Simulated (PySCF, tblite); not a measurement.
**nitrosyl fluoride: calculation against experiment**

**What was measured.**

NIST CCCBDB Release 22 (SRD 101), experimental dipoles lists, for the gas: dipole moment (microwave Stark effect, vibrational ground state) 1.81 D.

CRC Handbook of Chemistry and Physics lists, for the gas at 298.15 K: standard entropy 248.1 J/(mol K).

The results are set against them at the end.

Species: nitrosyl fluoride, FNO.
Atom-mapped SMILES: `[O:1]=[N:2][F:3]`

Structure used (GFN2-xTB), in Å, numbered top down from 1:
```xyz
3
FNO angstrom
O     -1.0044   -0.2847   -0.0030
N     -0.1579    0.4771   -0.0115
F      1.1738   -0.1949    0.0019
```

Runs made with PySCF (gas phase, on this GFN2-xTB geometry; no spin–orbit coupling):

```tsv
level	job	basis functions
PBE0/pcSseg-1	shieldings, charges and field gradients	51
wB97X-D/def2-SVPD	8 singlets by full TDDFT, 3 Tamm–Dancoff triplets, polarisability	66
B3LYP/pcJ-1	spin–spin couplings from 3 perturbed nuclei	81
```

GFN2-xTB wavenumbers (cm⁻¹, harmonic, unscaled, at the method's own geometry): 536, 753, 1848. Point group Cs, symmetry number 1. Entropy at 298.15 K and 1 bar in J/(mol K): translation 157.4, rotation 87.0, vibration 3.5.

**Comparison with experiment**

**Dipole moment.** Measured: 1.81 D (NIST CCCBDB Release 22 (SRD 101), experimental dipoles).

| level | computed (D) | computed − measured (D) | % (from the printed values) |
| --- | --- | --- | --- |
| PBE0/pcSseg-1 | 1.36 | -0.45 | -25 |
| wB97X-D/def2-SVPD | 1.44 | -0.37 | -20 |
| B3LYP/pcJ-1 | 1.34 | -0.47 | -26 |

Closest is wB97X-D/def2-SVPD (-0.37 D), furthest B3LYP/pcJ-1 (-0.47 D); one molecule doesn't rank methods. All 3 levels lie below the measurement. The computed dipoles belong to one fixed geometry; measured ones are averaged over vibrations unless marked μe. Magnitudes are compared, not signs.

**Standard entropy at 298.15 K.** Measured: 248.1 J/(mol K) (298.15 K; CRC Handbook of Chemistry and Physics).

| level | computed (J/(mol K)) | computed − measured (J/(mol K)) | % (from the printed values) |
| --- | --- | --- | --- |
| GFN2-xTB, rigid rotor and harmonic oscillator | 247.8 | -0.3 | 0 |

Ideal gas at 1 bar, most abundant isotopes; table values of this kind come from calorimetry or from spectroscopic constants.

No measured geometry was used, and the causes of the misses weren't examined.
